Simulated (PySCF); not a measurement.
**LiP at PBE0**

Level: PBE0. basis Li def2-TZVP, P def2-TZVP; no relativity; PySCF 2.14.

| Item | Value |
| --- | --- |
| state | ³Σ⁻ (triplet), unpaired electrons π ↑↑ |
| bond length | 2.323 Å |
| harmonic wavenumber | 493 cm⁻¹ |
| force constant | 0.820 mdyn/Å |
| rotational constant Be | 0.5460 cm⁻¹ |
| anharmonicity ωexe | 3.45 cm⁻¹ |
| vibration–rotation constant αe | 0.00599 cm⁻¹ |
| well depth De to Li + P | 1.74 eV |
| dissociation energy D0 | 1.71 eV |
| bond order (Mayer) | 0.69 |
| dipole moment (positive dipole means Li(−)P(+)) | -6.79 D |

The state was picked by a PBE0 search and need not be the measured ground state.
